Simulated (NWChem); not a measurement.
## A calculation on ethylamine (C2H7N)

```
C
H 1 1.1125
H 1 1.1225 2 105.55
N 1 1.4632 2 107.79 3 -123.01
H 4 1.0282 1 109.99 2 59.65
H 4 1.0297 5 105.25 1 -117.73
C 1 1.5267 2 109.06 3 116.67
H 7 1.1086 1 110.49 2 62.77
H 7 1.1088 8 108.78 1 122.64
H 7 1.1113 8 107.52 9 115.96
```
Charge 0, spin multiplicity 1.

The numbers come from NWChem runs, not from measurements. Structure: optimised with PBE/def2-SVP, a minimum by its harmonic frequencies. It is one conformer; others weren't searched.

B3LYP has NWChem's definition, with VWN1-RPA local correlation. The stability of the SCF solutions was not checked.

Worked example. At B3LYP/def2-TZVP the molecule has a total energy of -135.23122 Ha and the free atoms (multiplicities C 3, N 4, H 2) N -54.60398, C -37.85948, H -0.50215 Ha. The electronic atomisation energy is the atoms' sum less the molecule's energy.

2·(-37.85948) + 1·(-54.60398) + 7·(-0.50215) = -133.83799 Ha for the atoms; less the molecule's energy this leaves 1.39323 Ha, or 874.3 kcal/mol (3658 kJ/mol), without zero-point, thermal or spin-orbit terms.
